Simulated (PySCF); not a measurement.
**How methods differ on the ionisation energy of B**

B [He] 2s2 2p1 (2P) → B⁺ [He] 2s2 (1S), as a difference of total energies. All numbers are calculated (PySCF 2.14, scalar relativity by spin-free X2C-1e, in aug-cc-pCVQZ-DK). Correlated levels: valence: 1s2 frozen; valence and next inner shell: nothing frozen. The calculations carry no spin-orbit coupling.

```tsv
method	ionisation energy (eV)
UHF	8.039
LDA	8.644
PBE	8.672
PBE0	8.645
r2SCAN	8.768
wB97X-V	8.496
LC-wPBE	8.766
BLYP	8.625
MP2 (valence)	8.291
SCS-MP2 (valence)	8.260
MP2 (valence and next inner shell)	8.316
SCS-MP2 (valence and next inner shell)	8.276
```

Problem. How much does correlation contribute at MP2 (valence and next inner shell)?

Solution. 8.316 − (8.039) = 0.277 eV, measured against UHF.

Errors of the correlated levels include the incompleteness of this basis and the frozen core.

For comparison: 8.297 eV (measured; NIST levels, between the centres of gravity of the two terms).
